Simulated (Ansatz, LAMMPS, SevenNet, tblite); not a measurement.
**2H-SiC: properties by level of theory**

Reference values: lattice constant a 3.076 Å (measured, room temperature, no zero-point or thermal correction; as tabulated in Paulus et al. (1997), arXiv:cond-mat/9701136); lattice parameter c 5.048 Å (measured, room temperature, no zero-point or thermal correction; as tabulated in Paulus et al. (1997), arXiv:cond-mat/9701136).

```
level (code)            equilibrium lattice constant a (Å)  lattice parameter c (Å)
----------------------  ----------------------------------  -----------------------
MEAM SiC.meam (LAMMPS)                               3.083                    5.034
GFN2-xTB (tblite)                                    3.091                    5.061
SevenNet-0 (SevenNet)                                3.093                    5.067
LDA (Ansatz)                                         3.056                    5.016
r²SCAN (Ansatz)                                      3.075                    5.048
PBE0 (Ansatz)                                        3.070                    5.035
```

Differences from the reference values (errors of the level alone only where the reference is corrected to a static lattice):

```csv
level,lattice constant a (%),lattice parameter c (%)
MEAM SiC.meam,+0.23,-0.28
GFN2-xTB,+0.49,+0.26
SevenNet-0,+0.55,+0.38
LDA,-0.65,-0.63
r²SCAN,-0.03,0.00
PBE0,-0.20,-0.26
```

Nearest: lattice constant a, not ranked (reference at room or unstated temperature); lattice parameter c, not ranked (reference at room or unstated temperature). Empirical potentials aren't ranked on values they can be fitted to.

Empirical potentials (MEAM SiC.meam) are fitted to chosen data, which need not cover the solid at hand: agreement can be built in, and what lay outside the fit can be far off. Machine-learned potentials (SevenNet-0) are trained on DFT data, which may include these solids.

Caveats: the method was fitted mainly to molecules (GFN2-xTB); the run uses a supercell at the zone centre in place of a k mesh (GFN2-xTB). Ansatz's density-functional and Hartree–Fock values are scalar-relativistic unless marked +SOC, with PAW data made under PBE.

Differences are worked out from the printed values.

Static lattice: no zero-point or thermal effects.

Ansatz is a program for electronic structure.
